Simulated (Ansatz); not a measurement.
Results of HSE06+SOC (Ansatz, a quantum-chemistry and plane-wave program, plane waves, PAW) for antifluorite Mg2Sn.

Input file:

Ansatz 0.2 input:
```yaml
crystal:
  lattice:
    - [0.0, 3.38324, 3.38324]
    - [3.38324, 0.0, 3.38324]
    - [3.38324, 3.38324, 0.0]
  atoms:
    - { symbol: Mg, position: [0.25, 0.25, 0.25] }
    - { symbol: Mg, position: [0.75, 0.75, 0.75] }
    - { symbol: Sn, position: [0.0, 0.0, 0.0] }
basis:
  ecutwfc: 460
  ecutrho_ratio: 4
  xc_grid: 2
kpoints:
  mp_grid: { grid: [6, 6, 6] }
hamiltonian:
  xc: hse06
  dispersion: none
  pseudopotentials: { kind: paw }
scf:
  occupations: { method: fermi_dirac, width: 0.01 }
  convergence: { dr2_threshold: 0.0000000003 }
output:
  forces: true
  stress: true
  eigenvalues: true
magnetization:
  noncollinear: true
  spin_orbit: true
```

The run printed, among other lines:

```
WARN output.stress: scf.exx.energy_threshold = 1e-6 eV is looser than the 3e-8 eV advised for a stress under a hybrid functional (1e-8 eV for each atom of the …
Crystal: 3 atoms, lattice volume = 77.451 Å³
Basis set: ecut = 460 eV, 1807 PW (Γ), exchange–correlation on 72×72×72 points (8 copies of the dense FFT grid, shifted against one another)
Bands: 42, of which v1, the nominal top of the filled ones, is band 34 counted from 1 (33 counted from 0)
Symmetry: 48 space group operations + 48 with time reversal
k-points: 16 of 216
Initial density: superposition of atomic densities (chi_scale 0.1, normalization cell, long waves kept (reshape's long-wave potential 0.00 eV rms))
SCF 1 converged in 9 iterations: F = -9874.596514 eV  dr2 = 9.24e-11
Crystal: 3 atoms, lattice volume = 77.451 Å³
Initial density: handed on by an earlier stage of this run
spin=Noncollinear: Kerker preconditioning applied to the charge; magnetization (m_x, m_y, m_z) channels mix plain (no charge-response kernel on spin).
Crystal: 3 atoms, lattice volume = 77.451 Å³
spin=Noncollinear: Kerker preconditioning applied to the charge; magnetization (m_x, m_y, m_z) channels mix plain (no charge-response kernel on spin).
SCF 3 converged in 8 iterations: F = -9875.271273 eV  dr2 = 1.23e-10
Free energy (F): -9875.271273 eV
Internal energy: -9875.270983 eV  (E = F + TS)
E sigma→0 (E₀):  -9875.271128 eV
Fermi energy:    6.977770 eV
--- Stress (GPa, compression-positive) ---
       -0.014123       0.000000      -0.000000
        0.000000      -0.014123      -0.000000
       -0.000000       0.000000      -0.014123
  P = ⅓ Tr σ = -0.0141 GPa (-0.141 kbar)
```

The PAW data were made under PBE.

Note: cell and atoms aren't relaxed at this level.
